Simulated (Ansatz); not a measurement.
One change: `C=C=C(O)F` becomes `C=C=CF`.

Ansatz, PBE0-D4/def2-TZVP geometries, multiplicity 1. Each molecule was computed in one conformer, which needn't be the lowest.

| property | `C=C=C(O)F` |
| --- | --- |
| LUMO energy (PBE0/def2-TZVPP) / eV | -0.67 |
| size of the dipole moment (ωB97M-V/def2-TZVPP) / D | 2.62 |
| size of the dipole moment (B3LYP/def2-TZVPP) / D | 2.61 |
| LUMO energy (PBE/def2-TZVPP) / eV | -1.68 |
| HOMO–LUMO gap (ωB97M-V/def2-TZVPP) / eV | 10.45 |
| HOMO–LUMO gap (PBE/def2-TZVPP) / eV | 3.77 |

Q: Give the same properties after the change, and the shifts. (Best estimate.)

A: Ansatz gave: 
```
                                          property  `C=C=CF`  shift
                LUMO energy (PBE0/def2-TZVPP) / eV     -0.65   0.02
size of the dipole moment (ωB97M-V/def2-TZVPP) / D      1.71  -0.91
  size of the dipole moment (B3LYP/def2-TZVPP) / D      1.72  -0.89
                 LUMO energy (PBE/def2-TZVPP) / eV     -1.68   0.00
           HOMO–LUMO gap (ωB97M-V/def2-TZVPP) / eV     11.24   0.79
               HOMO–LUMO gap (PBE/def2-TZVPP) / eV      4.53   0.76
```

The zero-point energy changes by -13.0 kJ/mol with -3 modes. Dipoles are sizes alone; their direction can turn.

B3LYP here is the variant with VWN-RPA as its local correlation; programs differ in this.
